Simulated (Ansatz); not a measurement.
Results of HSE06 in Ansatz (PAW) for antifluorite Mg2Ge.

Settings: plane-wave cutoff 460 eV, 8×8×8 k mesh, Fermi–Dirac smearing 0.01 eV, scalar-relativistic PAW data made under PBE.

Computed points:

```
V (Å³/atom)  E − E_lowest (meV/atom)
-----------  -----------------------
20.577                         10.00
21.119                          2.38
21.617                          0.00
22.202                          2.20
22.743                          8.49
```

Question: Estimate the bulk modulus and its pressure derivative from these points.

Answer: V0 = 21.659 Å³/atom, B0 = 54.5 GPa, B′ = 4.1 (fit to the energies at full precision).

Measured, for comparison: equilibrium volume per atom 21.69 Å³/atom (temperature not stated, no zero-point or thermal correction; as tabulated in Grosch, Range, J. Alloys Compd. 235, 250 (1996)). Computed (rounded) less measured: equilibrium volume per atom -0.1 %.

Computed values are for the static lattice.

Computing time: around 23 core-minutes (rough).

Ansatz is a first-principles code.
